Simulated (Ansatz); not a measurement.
Results of PBE in Ansatz (PAW) for hcp Zn.

Numerical settings: plane-wave cutoff 520 eV, 24×24×12 k mesh (along the axes of the cell as run), Fermi–Dirac smearing 0.05 eV, scalar-relativistic PAW data made under PBE.

The cell is scaled about its equilibrium volume:

Shape and atoms are relaxed at each volume.

```
V (Å³/atom)  P (GPa)  c (Å)  a (Å)
-----------  -------  -----  -----
14.632          2.97  4.913  2.623
14.936          1.38  4.971  2.634
15.241          0.00  5.032  2.645
15.546         -1.15  5.101  2.653
15.851         -2.11  5.177  2.659
```

Note: the bulk modulus comes from volumes at which shape and atoms were relaxed.

Ansatz is a quantum-chemistry and plane-wave program.
